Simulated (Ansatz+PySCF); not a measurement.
Values are calculated unless marked as measured or tabulated.
Several solutions for singlet H3O(+)

```xyz
4

O     0.0000    0.0000    0.0745
H     0.9429    0.0000   -0.1986
H    -0.4715    0.8166   -0.1986
H    -0.4715   -0.8166   -0.1986
```

Basis set: def2-SVP (spherical functions). Charge 1, multiplicity 1.

CASSCF(2,2) was run from several starts with Ansatz (development build ahead of 0.2.0) and PySCF 2.14.0. The starts are those of the Hartree–Fock orbitals from which the active space was taken at the frontier.

```csv
run,program,start,converged,energy (hartree),<S²>
A,Ansatz,"atomic start, no search",yes,-76.25929,0.00
B,PySCF,program defaults,yes,-76.25929,0.00
C,Ansatz,search for the lowest state,yes,-76.26542,0.00
D,Ansatz,stability test followed,yes,-76.26542,0.00
```

Problem. Which runs reached the lowest solution of this kind, and what is wrong with the others?

Solution. C, D reached the lowest solution found. Converged but too high: A by 0.17 eV, B by 0.17 eV. Convergence only shows a stationary point; in CASSCF the end hangs on which orbitals enter the active space. Caution: other starts end on other solutions of this active space.
